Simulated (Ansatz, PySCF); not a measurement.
System: Cl2, charge 0, singlet. Cl2 (molecular chlorine, SMILES ClCl).
B3LYP-D3(BJ)/def2-TZVP minimum from Ansatz (an electronic-structure program):
```
Cl
Cl 1 2.0135
```

Total energies in hartree (Ansatz). Radicals and triplets start from unrestricted determinants; spin-orbit coupling is neglected. Cores are frozen in correlated methods. No relativity.

```csv
species,HF/cc-pV(T+d)Z,CCSD(T)/cc-pV(T+d)Z,HF/cc-pV(Q+d)Z,CCSD(T)/cc-pV(Q+d)Z,CCSDT(Q)/cc-pV(Q+d)Z
1: Cl2 (SMILES ClCl),-919.00055,-919.43198,-919.00825,-919.47931,-919.48148
2: Cl (doublet),-459.48556,-459.67356,-459.48916,-459.69449,-459.69547
```

Work out the enthalpy of formation at 298 K (by atomisation, with ideal-gas terms from PySCF's Hessian at B3LYP-D3(BJ)/def2-TZVP and the atoms' measured values of the G2/97 table; no spin-orbit terms) in kJ/mol: take Hartree-Fock from cc-pV(Q+d)Z, extrapolate the CCSD(T) correlation energy as X^-3 (X = 3, 4), and add CCSDT(Q) - CCSD(T) in cc-pV(Q+d)Z. The further terms named in the bracket sum to +0.09234 hartree. 1 hartree = 2625.5 kJ/mol.


Species 1: correlation (64·(-0.47106) - 27·(-0.43143))/37 = -0.49998; step -0.00217; E1 = -919.00825 + (-0.49998) + (-0.00217) = -919.51040
Species 2: correlation (64·(-0.20533) - 27·(-0.18800))/37 = -0.21798; step -0.00098; E2 = -459.48916 + (-0.21798) + (-0.00098) = -459.70812
+1·E1 -2·E2 +0.09234 = -0.00182 hartree = -4.8 kJ/mol. Measured: 0.0 kcal/mol, 0.0 kJ/mol (Active Thermochemical Tables 1.112 (ions: stationary electron), as tabulated in the package chemicals); atomic spin-orbit terms, which the calculations lack, would raise the computed values. The composite differs from it by -4.8 kJ/mol; core, relativistic and spin-orbit terms are not in it.
